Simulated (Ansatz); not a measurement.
# SNF3: a ladder of functionals and wavefunction methods

How much do the methods differ for SNF3? The plan is to run it at one geometry with functionals of several rungs and with coupled cluster, and see how far each lands from CCSD(T) at the basis-set limit for the atomisation energy.

Method: functionals in def2-TZVPP, the program's frozen cores in correlated methods; program: Ansatz 0.2.0, Gaussian basis.

The runs, in order: LDA (SPW92), PBE-D4, revPBE-D4, BLYP-D4, r2SCAN-D4, B97M-V, PBE0-D4, B3LYP-D4, r2SCANh-D4, r2SCAN0-D4, HSE06-D4, BHLYP-D4, CAM-B3LYP-D4, LC-ωPBE, ωB97X-V, ωB97M-V, B2PLYP, PBE-QIDH; CCSD(T)/def2-SVP; CCSD(T)/def2-TZVPP; MP2/def2-QZVPP; extrapolation to the limit; RPA on PBE.

**1. The geometry**

The geometry comes from an earlier relaxation with PBE0-D4 in a triple-zeta def2 set; it is a stationary point.

SMILES `N#S(F)(F)F`, 5 atoms, charge 0, spin multiplicity 1.

Atoms are counted from 1 here; the program's logs count them from 0.

Bond lengths: N1–S2 1.409 Å, S2–F3 1.555 Å, S2–F4 1.555 Å, S2–F5 1.555 Å. Angles: N1–S2–F3 122.6°, N1–S2–F4 122.6°, N1–S2–F5 122.6°, F3–S2–F4 93.7°, F3–S2–F5 93.7°, F4–S2–F5 93.7°.

As a file:

```mol
F3NS
  3D, bonds by distance, orders not assigned

  5  4  0  0  0  0  0  0  0  0999 V2000
   -0.3496   -0.0041    1.5914 N   0  0
   -0.0473   -0.0006    0.2155 S   0  0
    1.0233   -0.9393   -0.4090 F   0  0
   -1.1086   -0.3176   -0.8758 F   0  0
    0.4822    1.2616   -0.5222 F   0  0
  1  2  8  0
  2  3  8  0
  2  4  8  0
  2  5  8  0
M  END
```

**2. LDA**

This LDA is Slater exchange with PW92 correlation.

in.yaml reads:

```yaml
crystal:
  periodic: [false, false, false]
  atoms:
    - {symbol: N, position_ang: [-0.349632, -0.004147, 1.591439]}
    - {symbol: S, position_ang: [-0.047346, -0.000562, 0.215506]}
    - {symbol: F, position_ang: [1.023340, -0.939269, -0.409009]}
    - {symbol: F, position_ang: [-1.108555, -0.317599, -0.875766]}
    - {symbol: F, position_ang: [0.482194, 1.261566, -0.522170]}
basis:
  gaussian: {orbitals: def2-TZVPP}
hamiltonian: {xc: lda}
output: {orbitals: {seedname: orbitals}}
```

Run with:

```
ansatz run in.yaml --threads 4 --pin off --events-out ev --progress --plain --max-ram 10444MiB
```

After this run come: PBE-D4 (GGA); revPBE-D4 (GGA); BLYP-D4 (GGA); r2SCAN-D4 (meta-GGA); B97M-V (meta-GGA); B3LYP-D4 (hybrid); r2SCANh-D4 (hybrid); r2SCAN0-D4 (hybrid); HSE06-D4 (hybrid); BHLYP-D4 (hybrid); CAM-B3LYP-D4 (range-separated); LC-ωPBE (range-separated); ωB97X-V (range-separated); ωB97M-V (range-separated); B2PLYP (double hybrid); PBE-QIDH (double hybrid); CCSD(T) in def2-SVP; CCSD(T) in def2-TZVPP; MP2 in def2-QZVPP; RPA on PBE orbitals.

**Question.** What will the summary of the whole plan be? Wanted: atomisation energy, CCSD(T)/CBS; farthest beyond LDA; mean size of error, GGA; mean size of error, meta-GGA; mean size of error, hybrid; mean size of error, range-separated; mean size of error, double hybrid; gap, smallest and largest; T1 diagnostic.

As calculated:

```
                               quantity                                     value
        atomisation energy, CCSD(T)/CBS                            324.8 kcal/mol
functionals within 1.6 kcal/mol (0.5 %)  PBE0-D4, HSE06-D4, CAM-B3LYP-D4, LC-ωPBE
                    farthest beyond LDA                 BHLYP-D4 (-49.6 kcal/mol)
                mean size of error, GGA                             21.8 kcal/mol
           mean size of error, meta-GGA                              6.8 kcal/mol
             mean size of error, hybrid                             13.6 kcal/mol
    mean size of error, range-separated                              1.7 kcal/mol
      mean size of error, double hybrid                              8.7 kcal/mol
              gap, smallest and largest     5.82 eV (BLYP-D4), 14.03 eV (LC-ωPBE)
                          T1 diagnostic                                    0.0149
triples share of the correlation energy                                     3.9 %
```

What this shows: LDA overbinds by 125.1 kcal/mol (39 %). PBE-D4 is off by +37.2 kcal/mol. Double hybrids carry the basis error of their MP2 part in triple zeta, and no dispersion term here, so their miss is partly the set-up's. By mean error the best rung here is range-separated (1.7 kcal/mol) and the worst beyond LDA is GGA (21.8 kcal/mol). RPA and LDA stand outside this count. Misses under about 1.6 kcal/mol are within the doubt on the reference itself, which lacks core-valence correlation, relativity and higher excitations. Hartree-Fock recovers 35 % of the binding; the rest is correlation. CCSD(T) in def2-SVP is off by -85.7 kcal/mol, which most functionals beat. The gap grows from 5.8 to 14.0 eV across the functionals, mostly with the share of exact exchange.
